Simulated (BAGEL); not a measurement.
# HF/3-21G (density fitting with cc-pvqz-jkfit) run of C4H2 (1,3-butadiyne)

Aim: the energy change on altering one bond length of C4H2 (1,3-butadiyne) at HF/3-21G (density fitting with cc-pvqz-jkfit), from 2 runs. 

The results are computed with BAGEL 1.2.2.

## 1. The structure to begin with

C4H2 has 6 atoms, charge 0, and is taken as a singlet. SMILES: `C#CC#C`. The shape is that of a PBE0-D4/def2-TZVP optimisation.

Bond lengths: C1–C2 1.205 Å, C2–C3 1.364 Å, C3–C4 1.205 Å, C1–H5 1.064 Å, C4–H6 1.064 Å. Angles: C1–C2–C3 180.0°, C2–C3–C4 180.0°, C2–C1–H5 180.0°, C3–C4–H6 180.0°.

## 2. The energy at HF/3-21G (density fitting with cc-pvqz-jkfit)

Input file job.json:

```json
{ "bagel": [

{
  "title": "molecule",
  "basis": "3-21g",
  "df_basis": "cc-pvqz-jkfit",
  "angstrom": true,
  "geometry": [
    { "atom": "C", "xyz": [    1.419140,   -1.102190,    0.574700 ] },
    { "atom": "C", "xyz": [    0.512970,   -0.398530,    0.207720 ] },
    { "atom": "C", "xyz": [   -0.513080,    0.398350,   -0.207780 ] },
    { "atom": "C", "xyz": [   -1.419150,    1.102170,   -0.574710 ] },
    { "atom": "H", "xyz": [    2.219890,   -1.723930,    0.898960 ] },
    { "atom": "H", "xyz": [   -2.219770,    1.724120,   -0.898890 ] }
  ]
},
{
  "title": "hf"
},
{
  "title": "print",
  "file": "orbitals.molden",
  "orbitals": true
}

]}
```

Command:

```
$ BAGEL_NUM_THREADS=1 BAGEL job.json > job.out
```

Output:

```text
* using 1 threads per process

  ===============================================================
  ===============================================================

  *** Geometry ***

  { "atom" : "C", "xyz" : [      2.681786,     -2.082837,      1.086026 ] },
  { "atom" : "C", "xyz" : [      0.969373,     -0.753113,      0.392534 ] },
  { "atom" : "C", "xyz" : [     -0.969581,      0.752772,     -0.392647 ] },
  { "atom" : "C", "xyz" : [     -2.681805,      2.082799,     -1.086045 ] },
  { "atom" : "H", "xyz" : [      4.194984,     -3.257756,      1.698788 ] },
  { "atom" : "H", "xyz" : [     -4.194757,      3.258115,     -1.698656 ] },

  Number of auxiliary basis functions:      526

  Since a DF basis is specified, we compute 2- and 3-index integrals:
    o Being stored without compression. Storage requirement is 0.007 GB

  Number of basis functions:       40
  Number of electrons      :       26

    * METHOD: MOLECULE                             0.19

  *** RHF ***

  === Nuclear Repulsion ===
    77.3949781538

      * DIIS with orbital gradients will be used.

  === RHF iteration (3-21g) ===
      0       -151.59406532          0.01793826           0.02
      1       -151.64900420          0.00441696           0.02
      2       -151.65256318          0.00169266           0.02
      3       -151.65288119          0.00070724           0.02
      4       -151.65294045          0.00008644           0.02
      5       -151.65294161          0.00000691           0.02
      6       -151.65294162          0.00000130           0.02
      7       -151.65294162          0.00000015           0.02
      8       -151.65294162          0.00000002           0.02
      9       -151.65294162          0.00000001           0.02
    * SCF iteration converged.

    * Permanent dipole moment:
           (   -0.000060,    -0.000097,    -0.000037) a.u.

    * METHOD: HF                                   0.28

    * METHOD: PRINT                                0.00

  ===============================================================
```

Wall time 0.6 s (1 thread of Arm Neoverse V1, shared host); peak memory 0.082 GiB.

## 3. The distorted shape, same level

Input file job.json:

```json
{ "bagel": [

{
  "title": "molecule",
  "basis": "3-21g",
  "df_basis": "cc-pvqz-jkfit",
  "angstrom": true,
  "geometry": [
    { "atom": "C", "xyz": [    1.726976,   -1.341271,    0.699359 ] },
    { "atom": "C", "xyz": [    0.820806,   -0.637611,    0.332379 ] },
    { "atom": "C", "xyz": [   -0.513080,    0.398350,   -0.207780 ] },
    { "atom": "C", "xyz": [   -1.419150,    1.102170,   -0.574710 ] },
    { "atom": "H", "xyz": [    2.527726,   -1.963011,    1.023619 ] },
    { "atom": "H", "xyz": [   -2.219770,    1.724120,   -0.898890 ] }
  ]
},
{
  "title": "hf",
  "charge": 0
},
{
  "title": "print",
  "file": "orbitals.molden",
  "orbitals": true
}

]}
```

Command:

```
$ BAGEL_NUM_THREADS=1 BAGEL job.json > job.out
```

Output:

```text
* using 1 threads per process

  ===============================================================
  ===============================================================

  *** Geometry ***

  { "atom" : "C", "xyz" : [      3.263512,     -2.534635,      1.321597 ] },
  { "atom" : "C", "xyz" : [      1.551099,     -1.204910,      0.628105 ] },
  { "atom" : "C", "xyz" : [     -0.969581,      0.752772,     -0.392647 ] },
  { "atom" : "C", "xyz" : [     -2.681805,      2.082799,     -1.086045 ] },
  { "atom" : "H", "xyz" : [      4.776710,     -3.709553,      1.934360 ] },
  { "atom" : "H", "xyz" : [     -4.194757,      3.258115,     -1.698656 ] },

  Number of auxiliary basis functions:      526

  Since a DF basis is specified, we compute 2- and 3-index integrals:
    o Being stored without compression. Storage requirement is 0.007 GB

  Number of basis functions:       40
  Number of electrons      :       26

    * METHOD: MOLECULE                             0.20

  *** RHF ***

  === Nuclear Repulsion ===
    71.3539885862

      * DIIS with orbital gradients will be used.

  === RHF iteration (3-21g) ===
      0       -151.51036969          0.01914491           0.02
      1       -151.56622415          0.00928526           0.02
      2       -151.57416709          0.00487551           0.02
      3       -151.57729790          0.00073714           0.02
      4       -151.57737266          0.00010782           0.02
      5       -151.57737480          0.00001484           0.02
      6       -151.57737486          0.00000271           0.02
      7       -151.57737486          0.00000029           0.02
      8       -151.57737486          0.00000009           0.02
      9       -151.57737486          0.00000002           0.02
     10       -151.57737486          0.00000000           0.02
    * SCF iteration converged.

    * Permanent dipole moment:
           (   -0.000064,    -0.000102,    -0.000039) a.u.

    * METHOD: HF                                   0.29

    * METHOD: PRINT                                0.00

  ===============================================================
```

Wall time 0.63 s (1 thread of Arm Neoverse V1, shared host); peak memory 0.082 GiB.

## 4. Outcome

Level: HF/3-21G (density fitting with cc-pvqz-jkfit).

```
                                                         quantity          value
                                        first shape: total energy  -151.65294 Eh
                                       first shape: dipole moment         0.00 D
                                         first shape: HOMO energy      -10.01 eV
                                         first shape: LUMO energy        3.53 eV
                                       first shape: HOMO–LUMO gap       13.54 eV
                                    distorted shape: total energy  -151.57737 Eh
                                   distorted shape: dipole moment         0.00 D
                                     distorted shape: HOMO energy      -10.93 eV
                                     distorted shape: LUMO energy        4.09 eV
                                   distorted shape: HOMO–LUMO gap       15.02 eV
energy change with the C2–C3 bond stretched from 1.364 to 1.773 Å       2.056 eV
```

**Reading.** With the C2–C3 bond stretched from 1.364 to 1.773 Å the energy rises by 2.06 eV (198 kJ/mol). The first shape isn't relaxed at this level, so the change isn't measured from a minimum.
